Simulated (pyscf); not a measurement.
Routes from `[GeH3][AsH2]` + `[OH2]`

Candidate steps break at most two bonds and form at most two. Each was searched with GFN2-xTB (tblite) first. Structures and frequencies: ωB97X-D3(BJ)/def2-SVP in PySCF. Energies: ωB97M-D3(BJ)/def2-TZVP, eV, from the separated reactants, singlet surface; ΔG‡ with ideal gas, 1 atm, RRHO with modes under 100 cm⁻¹ raised to 100, one conformer, R ln 2 for chiral ones without a mode under 150 cm⁻¹.

| products | type | ΔE‡ | ΔE | ΔG‡ 298 K | ΔG‡ 900 K | ν‡ (cm⁻¹) |
|---|---|---|---|---|---|---|
| HO–GeH₂–AsH₂ + H₂ | four-centre exchange | 1.94 | 0.00 | 2.31 | 3.25 | 1346i |
| HO–AsH–GeH₃ + H₂ | four-centre exchange | 2.60 | +0.60 | 2.96 | 3.91 | 1265i |

Plain bond fissions and candidates not yet searched are not listed, and one of them may be faster. Each barrier is that of the saddle found; lower ones may exist. Elements up to Kr have no core potential and no relativistic terms here.
